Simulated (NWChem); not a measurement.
Everything below was run with NWChem. System: H4Si, charge 0, spin multiplicity 1, at a geometry optimised with PBE0/def2-SVP. The structure started from a generated list of species. Level: G0W0@PBE0/def2-TZVP, RI basis def2-tzvp-rifit.

Job file:

```
start mol
memory heap 200 mb stack 700 mb global 1700 mb
geometry units angstroms nocenter noautoz
  Si     0.000000     0.000000    -0.000000
  H      1.218746     0.000000     0.861824
  H     -1.218746     0.000000     0.861824
  H      0.000000    -1.218745    -0.861823
  H      0.000000     1.218745    -0.861823
  symmetry group C2v
end
basis spherical
  * library def2-tzvp
end
basis "ri basis" bse spherical
  * library def2-tzvp-rifit
end
dft
  xc pbe0
  iterations 100
  direct
  tolerances tight
end
task dft energy
gw
  states alpha occ 4 vir 2
end
task dft gw
```

Output (cleaned and shortened):

```
             Northwest Computational Chemistry Package (NWChem) 7.3.0
             --------------------------------------------------------

                                NWChem Input Module
                                -------------------

 Scaling coordinates for geometry "geometry" by  1.889725989
 (inverse scale =  0.529177249)

 Turning off AUTOSYM since
 SYMMETRY directive was detected!

                             Geometry "geometry" -> ""
                             -------------------------

 Output coordinates in angstroms (scale by  1.889725989 to convert to a.u.)

  No.       Tag          Charge          X              Y              Z
 ---- ---------------- ---------- -------------- -------------- --------------
    1 Si                  14.0000     0.00000000     0.00000000     0.00000000
    2 H                    1.0000     1.21874600     0.00000000     0.86182400
    3 H                    1.0000    -1.21874600     0.00000000     0.86182400
    4 H                    1.0000     0.00000000    -1.21874500    -0.86182300
    5 H                    1.0000     0.00000000     1.21874500    -0.86182300

 Effective nuclear repulsion energy (a.u.)      21.1554661136

            Nuclear Dipole moment (a.u.)
            ----------------------------
        X                 Y               Z
 ---------------- ---------------- ----------------
     0.0000000000     0.0000000000     0.0000037795

      Symmetry information
      --------------------

 Group name             C2v
 Group number             16
 Group order               4
 No. of unique centers     3

      Symmetry unique atoms

     1    2    4


 Summary of "ao basis" -> "" (spherical)
 ------------------------------------------------------------------------------
       Tag                 Description            Shells   Functions and Types
 ---------------- ------------------------------  ------  ---------------------
 *                         def2-tzvp                  on all atoms

 new library libraries.bse/

 Summary of "ri basis" -> "" (spherical)
 ------------------------------------------------------------------------------
       Tag                 Description            Shells   Functions and Types
 ---------------- ------------------------------  ------  ---------------------
 *                      def2-tzvp-rifit               on all atoms

                                 NWChem DFT Module
                                 -----------------

 Summary of "ao basis" -> "ao basis" (spherical)
 ------------------------------------------------------------------------------
       Tag                 Description            Shells   Functions and Types
 ---------------- ------------------------------  ------  ---------------------
 Si                        def2-tzvp                13       37   5s5p2d1f
 H                         def2-tzvp                 4        6   3s1p

 Summary of "ao basis" -> "ao basis" (spherical)
 ------------------------------------------------------------------------------
       Tag                 Description            Shells   Functions and Types
 ---------------- ------------------------------  ------  ---------------------
 Si                        def2-tzvp                13       37   5s5p2d1f
 H                         def2-tzvp                 4        6   3s1p

      Symmetry analysis of basis
      --------------------------

        a1         26
        a2          5
        b1         15
        b2         15
[...]
  ----- ------------  ---------------      ----- ------------  ---------------
    15      0.311872  1 Si px                39      0.230317  2 H  s
    45     -0.230317  3 H  s                 38      0.139803  2 H  s
    44     -0.139803  3 H  s                 40      0.138072  2 H  s
    46     -0.138072  3 H  s                  6     -0.128052  1 Si px
    12      0.122107  1 Si px                18      0.099034  1 Si px

 Vector   10  Occ=0.000000D+00  E= 3.867599D-02  Symmetry=b1
              MO Center=  6.9D-11,  1.0D-15, -4.0D-01, r^2= 4.2D+00
   Bfn.  Coefficient  Atom+Function         Bfn.  Coefficient  Atom+Function
  ----- ------------  ---------------      ----- ------------  ---------------
    18      1.451703  1 Si px                40     -1.085055  2 H  s
    46      1.085055  3 H  s                 15      0.219066  1 Si px
    24      0.134739  1 Si d  1              29      0.129370  1 Si d  1
    12      0.083742  1 Si px                39     -0.080217  2 H  s
    45      0.080217  3 H  s                 38     -0.078798  2 H  s

 Vector   11  Occ=0.000000D+00  E= 3.867611D-02  Symmetry=b2
              MO Center= -1.6D-15, -1.1D-10,  4.0D-01, r^2= 4.2D+00
   Bfn.  Coefficient  Atom+Function         Bfn.  Coefficient  Atom+Function
  ----- ------------  ---------------      ----- ------------  ---------------
    19      1.451706  1 Si py                52      1.085057  4 H  s
    58     -1.085057  5 H  s                 16      0.219065  1 Si py
    22      0.134739  1 Si d -1              27      0.129370  1 Si d -1
    13      0.083742  1 Si py                51      0.080217  4 H  s
    57     -0.080217  5 H  s                 50      0.078798  4 H  s

 Vector   12  Occ=0.000000D+00  E= 3.868457D-02  Symmetry=a1
              MO Center= -6.9D-11,  1.1D-10,  4.7D-07, r^2= 4.4D+00
   Bfn.  Coefficient  Atom+Function         Bfn.  Coefficient  Atom+Function
  ----- ------------  ---------------      ----- ------------  ---------------
    20      1.451851  1 Si pz                40     -0.767326  2 H  s
    46     -0.767326  3 H  s                 52      0.767318  4 H  s
    58      0.767318  5 H  s                 17      0.219047  1 Si pz
    25     -0.134741  1 Si d  2              30     -0.129367  1 Si d  2
    14      0.083736  1 Si pz                 8     -0.075197  1 Si pz

 center of mass
 --------------
 x =   0.00000000 y =   0.00000000 z =   0.00000012

 moments of inertia (a.u.)
 ------------------
          21.384001073090           0.000000000000           0.000000000000
           0.000000000000          21.384018618189           0.000000000000
           0.000000000000           0.000000000000          21.383010066193

     Multipole analysis of the density
     ---------------------------------

     L   x y z        total         alpha         beta         nuclear
     -   - - -        -----         -----         ----         -------
     0   0 0 0     -0.000000     -9.000000     -9.000000     18.000000

     1   1 0 0      0.000000      0.000000      0.000000      0.000000
     1   0 1 0     -0.000000     -0.000000     -0.000000      0.000000
     1   0 0 1     -0.000001     -0.000002     -0.000002      0.000004

     2   2 0 0    -12.300383    -11.454443    -11.454443     10.608502
     2   1 1 0      0.000000      0.000000      0.000000      0.000000
     2   1 0 1     -0.000000     -0.000000     -0.000000      0.000000
     2   0 2 0    -12.300381    -11.454433    -11.454433     10.608485
     2   0 1 1     -0.000000     -0.000000     -0.000000      0.000000
     2   0 0 2    -12.300379    -11.454932    -11.454932     10.609486

 Task  times  cpu:        1.5s     wall:        1.5s

                                NWChem Input Module
                                -------------------

                                 NWChem GW Module
                                 ----------------

                             ***********************
                             ***        GW       ***
                             ***********************

 Summary of "ri basis" -> "ri basis" (spherical)
 ------------------------------------------------------------------------------
       Tag                 Description            Shells   Functions and Types
 ---------------- ------------------------------  ------  ---------------------
 Si                     def2-tzvp-rifit             29      113   9s7p6d5f2g
 H                      def2-tzvp-rifit              7       15   4s2p1d

                 Memory Information
                 ------------------
          Available GA per process is          1700.0 MBs
          Available stack per process is        700.0 MBs
          Available heap per process is           0.0 MBs

          Peak memory in Initialization
              Peak GA per process is                  1.1 MBs
              Peak stack per process is               0.0 MBs
              Peak heap per process is                1.3 MBs
              Memory not in MA per process            0.0 MBs

          Peak memory in AFF Calculation
              Peak GA per process is                  3.2 MBs
              Peak stack per process is               1.7 MBs
              Peak heap per process is                0.0 MBs
              Memory not in MA per process            1.7 MBs

          Computing 2-center integrals
          Computing Inverse Cholesky factor
          Computing 3-center integrals
          Computing V_xc ...

          Computing Sigma_x
          Computing RPA polarizability
          Solving quasiparticle equations

                  Alpha Orbitals
          State     Energy (eV)     Error (eV)
          -----------------------------------
@GW         6        -17.405           0.005
@GW         7        -12.422           0.002
@GW         8        -12.421           0.002
@GW         9        -12.421           0.002
@GW        10          3.183           0.004
@GW        11          3.183           0.004

   Applying  -2.5819 eV scissor-shift to rest of particle states

   Applying   2.1305 eV scissor-shift to rest of hole states

     GW Timing Statistics
   ------------------------
   Init.   :          0.1s
     ERIs  :          0.2s
     Distr.:          0.0s
     Vxc   :          0.4s
   Sigma_x :          0.0s
   RPA     :          0.1s
   Wmn     :          0.0s
   Sigma_c :          0.0s
   GW total:          0.7s

 Task  times  cpu:        0.7s     wall:        0.7s

 Total times  cpu:        2.2s     wall:        2.2s
```
